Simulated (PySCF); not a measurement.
# C3H5Cl (2-chloro-1-propene): the cost of one run

Computed with PySCF 2.14.0, with density-fitted response routines of our own, on a single molecule in the gas phase. Atoms are numbered from 0 throughout.

## (1) The starting structure

9 atoms, charge 0, multiplicity 1; geometry from: GFN2-xTB. The atoms were then displaced at random by about 0.01 Å, so the start is not that level's minimum.

Bonds of the start (Å): C0–C1 1.35, C1–C2 1.50, C1–Cl3 1.75, C0–H4 1.06, C0–H5 1.05, C2–H6 1.08, C2–H7 1.08, C2–H8 1.06.

## (2) Geometry optimisation at PBE0-D3(BJ)/def2-TZVP

The job: settings as JSON, then the geometry in Å.

```
{"job": {"xc": "PBE0", "basis": "def2-TZVP", "d3": "d3bj", "grid": 2, "shake": 0.01, "kind": "geom"}, "charge": 0, "multiplicity": 1}
C      1.324750    -0.388120     0.365480
C      0.303260     0.254130    -0.245890
C     -1.164950     0.009660    -0.038770
Cl     0.673580     1.500200    -1.421190
H      2.332250    -0.140750     0.148680
H      1.102870    -1.125190     1.086220
H     -1.625020     0.922570     0.306790
H     -1.272450    -0.760890     0.709350
H     -1.616480    -0.288760    -0.944410
```

Launch:

```
> OMP_NUM_THREADS=1 python probes_run.py task.json out
```

The driver reads the jobs from task.json and runs them one after another.

Q: Estimate the wall time and peak memory of this first job on 1 thread of Arm Neoverse V2, shared host.

About 49 s, with a peak of 0.67 GiB.
